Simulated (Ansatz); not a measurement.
The input, for Ansatz 0.2.0:

```yaml
crystal:
  periodic: [false, false, false]
  atoms:
    - {symbol: Hf, position_ang: [-0.201276, -0.009575, 0.000108]}
    - {symbol: C, position_ang: [2.364017, 0.112457, -0.001273]}
    - {symbol: H, position_ang: [2.542367, -0.961543, 0.000607]}
    - {symbol: H, position_ang: [2.465721, 0.660227, 0.934085]}
    - {symbol: H, position_ang: [2.464875, 0.656809, -0.938715]}
basis:
  gaussian: {orbitals: def2-TZVPP}
total_charge: 1
magnetization: {spin_polarized: false, initial_magnetization: 6}
correlation: {method: ccsd_t, electrons: outside_noble_gas}
```

```sh
$ ansatz run in.yaml --threads 2 --pin off --events-out ev --progress --plain --max-ram 24576MiB --backend cuda --devices 0, --max-vram 18GiB
```

Task: Roughly how long does this take on 2 threads of AMD EPYC 7R13 with a shared H100 80 GB, shared host, and how much host memory?

Result: 30 s wall and 0.9 GiB.

```
771 factors; integrals over basis functions are off by at most 9.7e-4 eV
mean field evaluation 1: about -2348.7404 eV, gradient 1.8e1 eV
mean field evaluation 2: about -2348.7529 eV, gradient 1.8e1 eV
mean field evaluation 4: about -2350.1841 eV, gradient 2.7e0 eV
mean field evaluation 8: about -2350.2369 eV, gradient 4.4e-1 eV
mean field evaluation 16: about -2350.2491 eV, gradient 4.6e-5 eV
mean field evaluation 32: about -2350.1376 eV, gradient 4.2e-1 eV
mean field evaluation 64: about -2350.1566 eV, gradient 2.6e-5 eV
mean field evaluation 96: about -2350.2491 eV, gradient 1.7e-4 eV
mean field evaluation 128: about -2350.1633 eV, gradient 3.4e-3 eV
mean field evaluation 160: about -2349.9466 eV, gradient 4.5e0 eV
...
mean field evaluation 1248: about -2350.4886 eV, gradient 2.7e-1 eV
mean field evaluation 1280: about -2350.5032 eV, gradient 3.0e-2 eV
mean field evaluation 1312: about -2349.9314 eV, gradient 1.6e0 eV
mean field evaluation 1344: about -2350.5037 eV, gradient 6.5e-1 eV
mean field evaluation 1376: about -2350.4750 eV, gradient 3.1e-2 eV
mean field evaluation 1408: about -2350.5059 eV, gradient 1.6e-3 eV
mean field evaluation 1440: about -2350.4424 eV, gradient 1.4e0 eV
mean field evaluation 1472: about -2349.8905 eV, gradient 5.5e-1 eV
determinant -2350.24910822 eV, -86.3700616710 hartree, with singles and doubles -2355.58661364 eV, -86.5662113775 hartree
determinant -2350.23607756 eV, -86.3695828030 hartree, with singles and doubles -2355.58293004 eV, -86.5660760075 hartree
determinant -2350.16334470 eV, -86.3669099197 hartree, with singles and doubles -2355.60086433 eV, -86.5667350805 hartree
determinant -2350.15659543 eV, -86.3666618887 hartree, with singles and doubles -2355.60949933 eV, -86.5670524110 hartree
determinant -2349.75499448 eV, -86.3519033258 hartree, with singles and doubles -2354.99130113 eV, -86.5443340462 hartree
determinant -2349.66766395 eV, -86.3486939880 hartree, with singles and doubles -2354.87697503 eV, -86.5401326395 hartree
determinant -2349.66605810 eV, -86.3486349742 hartree, with singles and doubles -2354.97681150 eV, -86.5438015620 hartree
determinant -2349.58420797 eV, -86.3456270376 hartree, with singles and doubles -2355.01093638 eV, -86.5450556281 hartree
determinant -2349.56614187 eV, -86.3449631207 hartree, with singles and doubles -2354.88357926 eV, -86.5403753405 hartree
determinant -2349.52250228 eV, -86.3433593951 hartree, with singles and doubles -2354.89563946 eV, -86.5408185447 hartree
determinant -2349.45433138 eV, -86.3408541610 hartree, with singles and doubles -2354.91725283 eV, -86.5416128212 hartree
determinant -2349.43309808 eV, -86.3400738515 hartree, with singles and doubles -2354.70122715 eV, -86.5336740241 hartree
determinant -2349.35851920 eV, -86.3373331281 hartree, with singles and doubles -2354.33504846 eV, -86.5202172053 hartree
determinant -2349.23673764 eV, -86.3328577386 hartree, with singles and doubles -2354.23603305 eV, -86.5165784560 hartree
determinant -2349.19838977 eV, -86.3314484803 hartree, with singles and doubles -2354.16890496 eV, -86.5141115444 hartree
determinant -2349.09960697 eV, -86.3278182792 hartree, with singles and doubles -2354.17609771 eV, -86.5143758730 hartree
determinant -2349.06423021 eV, -86.3265182073 hartree, with singles and doubles -2354.24877540 eV, -86.5170467288 hartree
determinant -2348.94212767 eV, -86.3220310216 hartree, with singles and doubles -2353.93770967 eV, -86.5056152742 hartree
determinant -2348.91486942 eV, -86.3210292996 hartree, with singles and doubles -2353.94124329 eV, -86.5057451323 hartree
determinant -2348.88059381 eV, -86.3197696941 hartree, with singles and doubles -2353.97482773 eV, -86.5069793377 hartree
determinant -2348.83713564 eV, -86.3181726357 hartree, with singles and doubles -2353.91674603 eV, -86.5048448744 hartree
determinant -2348.83160356 eV, -86.3179693357 hartree, with singles and doubles -2353.96057370 eV, -86.5064555116 hartree
determinant -2350.24910822 eV, -86.3700616710 hartree, with singles and doubles -2355.52683702 eV, -86.5640146272 hartree
determinant -2350.23607756 eV, -86.3695828030 hartree, with singles and doubles -2355.52020252 eV, -86.5637708138 hartree
determinant -2350.16334470 eV, -86.3669099197 hartree, with singles and doubles -2355.52220383 eV, -86.5638443603 hartree
determinant -2350.15659543 eV, -86.3666618887 hartree, with singles and doubles -2355.52788589 eV, -86.5640531724 hartree
mean field evaluation 1504: about -2350.2355 eV, gradient 1.3e-1 eV
5 core orbitals not correlated: weight in the atoms' cores, before any rotation towards them, 0.996 or more for the frozen orbitals, at most 0.003 for the correlated occupied ones
reference -2350.15659543 eV, -86.3666618887 hartree; 8, 2 occupied and 116, 122 virtual orbitals, 771 factors
second order -4.48561252 eV of doubles, -0.10959579 eV of singles
cycle   1  -5.37129080 eV  change   -3.4e-7 eV  update   5.6e-6
perturbative correction -0.16664148 eV, -0.0061239614 hartree
Total energy: -2355.69452771 eV, -86.5701771463 hartree
```
